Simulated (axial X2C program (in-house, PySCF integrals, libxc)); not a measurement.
## Working with the constants of MgS⁻

A bond curve at the PBE0 level, two-component, was computed with an axial X2C code built on PySCF integrals (basis S dyall-av3z [9s8p3d2f], Mg dyall-av3z [10s9p6d4f] (cores contracted in-house)) for the state Ω = 1/2 (⟨Sz⟩ = 0.50, ⟨Lz⟩ = 0.00 at PBE0). Its fit gives Re = 2.2111 Å, ωe = 483.9 cm⁻¹, ωexe = 2.65 cm⁻¹ and αe = 1.698e-03 cm⁻¹; the masses are 31.9721 and 23.9850 u. Two-component means X2C with spin–orbit coupling and atomic mean-field Coulomb and Gaunt terms.

Problem. Find the reduced mass, Be and the force constant.

Solution. From the PBE0 values: μ = 13.7043 u. Be = 16.8576/(μ Re²) = 0.2516 cm⁻¹. k = 5.8918×10⁻⁷ μ ωe² = 1.89 mdyn/Å.

Problem. Estimate the centrifugal constant by the Kratzer relation.

Solution. D = 4Be³/ωe² = 2.72e-07 cm⁻¹.

Problem. Where do the fundamental and the first overtone lie?

Solution. ν(1←0) = ωe − 2ωexe = 478.6 cm⁻¹; ν(2←0) = 2ωe − 6ωexe = 951.9 cm⁻¹.

Problem. A Morse curve ties αe to the other constants (Pekeris). How well does that hold?

Solution. αe(Morse) = 6Be²/ωe × (√(ωexe/Be) − 1) = 1.762e-03 cm⁻¹; the PBE0 curve gives 1.698e-03 cm⁻¹, a ratio of 1.04.

Problem. Estimate De from a Morse curve and compare with the computed well depth of 2.222 eV to S- + Mg.

Solution. De(Morse) = ωe²/(4ωexe) = 2.739 eV against 2.222 eV computed, a ratio of 1.23. The extrapolation overshoots: the well softens faster than a Morse curve, or the lowest atomic limit lies below the one to which the curve heads.

Occupations by symmetry block were frozen at the best pattern of an incomplete PBE0 search. De is counted from the lowest determinant-based energies of the atoms at the same level, without counterpoise correction. Density functionals use the spin component along the axis (collinear). In 2c an atomic determinant is not the ground J level, so De misses part of the atomic spin–orbit lowering. This holds for PBE0. Without a current term, density functionals place determinants with orbital angular momentum somewhat too high.
